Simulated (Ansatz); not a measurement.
Input file:

```yaml
crystal:
  periodic: [false, false, false]
  atoms:
    - {symbol: Al, position_ang: [0.000000, 0.000000, 0.689345]}
    - {symbol: Ga, position_ang: [0.000000, 0.000000, -4.576881]}
    - {symbol: H, position_ang: [0.000000, 0.000000, 3.887535]}
basis:
  gaussian: {orbitals: 6-31G}
magnetization: {spin_polarized: false, initial_magnetization: 1}
correlation: {method: ccsd_t, electrons: outside_noble_gas}
output: {forces: true}
```

```sh
$ ansatz run in.yaml --threads 1 --pin off --events-out ev --progress --plain --max-ram 2393MiB
```

Log:

```
424 factors; integrals over basis functions are off by at most 2.5e-4 eV
mean field evaluation 1: about -58916.5278 eV, gradient 1.0e1 eV
mean field evaluation 2: about -58916.5321 eV, gradient 1.0e1 eV
mean field evaluation 4: about -58917.7799 eV, gradient 6.2e0 eV
mean field evaluation 8: about -58918.6060 eV, gradient 8.0e-1 eV
mean field evaluation 16: about -58918.6181 eV, gradient 8.8e-9 eV
mean field evaluation 32: about -58918.6181 eV, gradient 2.9e-3 eV
mean field evaluation 64: about -58918.6024 eV, gradient 1.5e-1 eV
mean field evaluation 96: about -58918.6180 eV, gradient 2.5e-2 eV
mean field evaluation 128: about -58917.1762 eV, gradient 8.6e-1 eV
mean field evaluation 160: about -58915.7789 eV, gradient 7.6e0 eV
...
mean field evaluation 1024: about -58918.5679 eV, gradient 2.8e0 eV
mean field evaluation 1056: about -58919.3983 eV, gradient 4.5e-2 eV
mean field evaluation 1088: about -58919.0180 eV, gradient 8.6e-2 eV
mean field evaluation 1120: about -58919.5392 eV, gradient 1.1e-5 eV
determinant -58918.61806865 eV, -2165.2192775490 hartree, with singles and doubles -58921.55667667 eV, -2165.3272694021 hartree
determinant -58918.60110317 eV, -2165.2186540794 hartree, with singles and doubles -58921.59075852 eV, -2165.3285218871 hartree
determinant -58917.18475269 eV, -2165.1666041591 hartree, with singles and doubles -58920.47930134 eV, -2165.2876765891 hartree
determinant -58916.65871975 eV, -2165.1472728052 hartree, with singles and doubles -58920.24007255 eV, -2165.2788850930 hartree
determinant -58916.36982153 eV, -2165.1366559914 hartree, with singles and doubles -58919.79479928 eV, -2165.2625216022 hartree
determinant -58915.31076413 eV, -2165.0977363499 hartree, with singles and doubles -58919.51620760 eV, -2165.2522835467 hartree
determinant -58915.28331709 eV, -2165.0967276896 hartree, with no singles and doubles
determinant -58915.19957555 eV, -2165.0936502449 hartree, with no singles and doubles
determinant -58918.61806865 eV, -2165.2192775490 hartree, with singles and doubles -58921.55433173 eV, -2165.3271832272 hartree
determinant -58918.60110317 eV, -2165.2186540794 hartree, with singles and doubles -58921.58802491 eV, -2165.3284214285 hartree
determinant -58917.18475269 eV, -2165.1666041591 hartree, with singles and doubles -58920.46871342 eV, -2165.2872874901 hartree
determinant -58916.65871975 eV, -2165.1472728052 hartree, with singles and doubles -58920.22844831 eV, -2165.2784579103 hartree
determinant -58916.36982153 eV, -2165.1366559914 hartree, with singles and doubles -58919.77575432 eV, -2165.2618217129 hartree
determinant -58915.31076413 eV, -2165.0977363499 hartree, with singles and doubles -58919.51444537 eV, -2165.2522187859 hartree
determinant -58918.61806865 eV, -2165.2192775490 hartree, with singles and doubles -58921.55358696 eV, -2165.3271558572 hartree
determinant -58918.60110317 eV, -2165.2186540794 hartree, with singles and doubles -58921.58889713 eV, -2165.3284534820 hartree
determinant -58917.74494503 eV, -2165.1871908478 hartree, with singles and doubles -58921.55392638 eV, -2165.3271683307 hartree
determinant -58917.74494503 eV, -2165.1871908478 hartree, with singles and doubles -58921.55589371 eV, -2165.3272406288 hartree
unrestricted determinant -58919.59321618 eV, -2165.2551135600 hartree, S^2 1.5971
19 core orbitals not correlated: weight in the atoms' cores, before any rotation towards them, 1.000 or more for the frozen orbitals, at most 0.000 for the correlated occupied ones
reference -58918.60110317 eV, -2165.2186540794 hartree; 4, 3 occupied and 21, 22 virtual orbitals, 424 factors
second order -1.69161550 eV of doubles, -0.00436273 eV of singles
cycle   1  -2.98779200 eV  change    2.0e-6 eV  update   5.5e-6
cycle   2  -2.98779081 eV  change    1.2e-6 eV  update   4.9e-6
cycle   3  -2.98778952 eV  change    1.3e-6 eV  update   4.3e-6
cycle   4  -2.98779105 eV  change   -1.5e-6 eV  update   2.5e-6
cycle   5  -2.98779372 eV  change   -2.7e-6 eV  update   1.7e-6
cycle   6  -2.98779292 eV  change    8.1e-7 eV  update   7.8e-7
perturbative correction -0.03746249 eV, -0.0013767211 hartree
the calculation of the forces begins
Total energy: -58921.62635858 eV, -2165.3298301650 hartree
Atom 0 at     0.000000     0.000000     0.689345 Å, force     0.000000     0.000000     0.883408 eV/Å
Atom 1 at     0.000000     0.000000    -4.576881 Å, force    -0.000000     0.000000     0.040486 eV/Å
Atom 2 at     0.000000     0.000000     3.887535 Å, force    -0.000000    -0.000000    -0.923895 eV/Å
Dipole moment:    -0.000000     0.000000    -0.423865 e Å
```

Forces (eV/Å):
```
Al   0.000  0.000  0.883
Ga   0.000  0.000  0.040
H    0.000  0.000 -0.924
```

For the same geometry and basis full CI lies 9.7 meV lower.

Ran on 1 thread of Arm Neoverse V1, shared host: 16 s wall, 0.12 GiB peak host memory.
